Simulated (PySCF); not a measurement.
**The bond of NaS+, level by level**

Aim: find the lowest electronic state of NaS+, scan its bond at several levels of theory, and get bond length, wavenumber and dissociation energy from each curve.

The runs use PySCF 2.14.0; Na def2-SVP, S def2-SVP, no relativity.

### 1 Input

The job is set up so:

| Quantity | Value |
| --- | --- |
| atoms | Na, S |
| charge | 1 |
| basis | Na def2-SVP, S def2-SVP |
| Hamiltonian | no relativity |
| basis functions | 33 |
| electrons treated | 26 |
| masses in u | 22.9898, 31.9721 |
| levels | PBE0, PBE, r²SCAN, r²SCAN0, revPBE, B97-3, HF, MP2, SCS-MP2, CCSD, CCSD(T) |
| grid | 80 radial by 434 angular points |
| occupations | held fixed by the projection of orbital angular momentum |
| dissociation limit | Na+ + S, each in its ground configuration |
| starting distance in angstrom | 2.660 |
| values of 2S to try | 0, 2 |

Started as:

```console
> OMP_NUM_THREADS=1 python dia.py task.json out
```

After this run come: The PBE0 curve of the state that the search chose; Excited determinants; PBE; r²SCAN; r²SCAN0; revPBE; B97-3 (global hybrid GGA); UHF (mean field); Adding correlation.

What does the calculation give? Wanted: for each run, Re; ωe; De; μ.

**Answer**, as computed:

Lowest PBE0 solution found, without spin–orbit coupling: ³Σ⁻ (triplet), unpaired electrons π ↑↑. State 2 has its PBE0 minimum 0.44 eV higher, as a spin-mixed determinant (⟨S²⟩ = 1.01), so this is no gap between pure states. State 3 has its PBE0 minimum 0.50 eV higher. State 4 has its PBE0 minimum 0.93 eV higher, as a spin-mixed determinant (⟨S²⟩ = 1.01), so this is no gap between pure states. The other levels ran on the lowest alone.

| level | Re (Å) | ωe (cm⁻¹) | De (eV) | μ (D) |
| --- | --- | --- | --- | --- |
| UHF | 2.962 | 159.2 | 0.53 | -6.97 |
| UHF-MP2 | 2.947 | 164.6 | 0.58 | n/a |
| UHF-SCS-MP2 | 2.950 | 163.6 | 0.57 | n/a |
| UHF-CCSD | 2.947 | 165.2 | 0.59 | n/a |
| UHF-CCSD(T) | 2.947 | 165.6 | 0.59 | n/a |
| PBE | 2.902 | 168.3 | 0.66 | -6.37 |
| revPBE | 2.949 | 159.2 | 0.62 | -6.53 |
| r²SCAN | 2.923 | 163.1 | 0.58 | -6.71 |
| PBE0 | 2.897 | 168.6 | 0.61 | -6.55 |
| r²SCAN0 | 2.910 | 165.6 | 0.57 | -6.72 |
| B97-3 | 2.925 | 160.5 | 0.55 | -6.69 |

De is counted to Na+ + S in their ground configurations. A positive dipole points from Na to S; in an ion it is taken about the centre of mass and does not tell which atom is negative.

In words: Bond lengths run from 2.897 Å (PBE0) to 2.962 Å (UHF). CCSD(T) can't serve as the judge here: for a weak bond in this basis it is far from its limit. Among the levels with a De in the table, it runs from 0.53 eV (UHF) to 0.66 eV (PBE).

Correlated steps freeze 6 core orbitals.
